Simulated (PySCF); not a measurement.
Give a PBE0-D3(BJ)/def2-SVP geometry of InChI=1S/C3H2FNS/c4-3-1-5-2-6-3/h1-2H.

```xyz
8
C3H2FNS angstrom
F     -2.2234    1.0054    0.6651
C     -1.0060    0.5142    0.6060
C     -0.6396   -0.7755    0.3526
N      0.7094   -0.9819    0.3505
C      1.3581    0.1092    0.5975
S      0.3779    1.5212    0.8615
H     -1.3405   -1.5887    0.1615
H      2.4468    0.1864    0.6460
```

Any rigid rotation of these coordinates is as good. Atoms count from 1 in this order. The 6 heavy atoms lie in one plane (0.002 Å rms). The 2 C–N bonds span 1.293 Å (N4–C5, aromatic) to 1.365 Å (C3–N4, aromatic), a spread of 0.072 Å. The 5-membered ring C2–C3–N4–C5–S6 has internal angles of 87.5° to 115.5° (sum 540°, against 540° for a flat polygon); it is planar, 0.00 Å rms from its mean plane, widest ring torsion 0°.

Bonds between heavy atoms (Å): F1–C2 1.314, C2–C3 1.364, C3–N4 1.365, N4–C5 1.293, C5–S6 1.739, C2–S6 1.730.

Computed with PySCF, PBE0-D3(BJ)/def2-SVP geometry optimisation, gas phase.

Point group: Cs (tolerance 0.08 Å). Not checked by PBE0-D3(BJ)/def2-SVP frequencies.

On Arm Neoverse V1, one thread (shared host), this took 18 s wall. That covers the optimisation of the geometry.
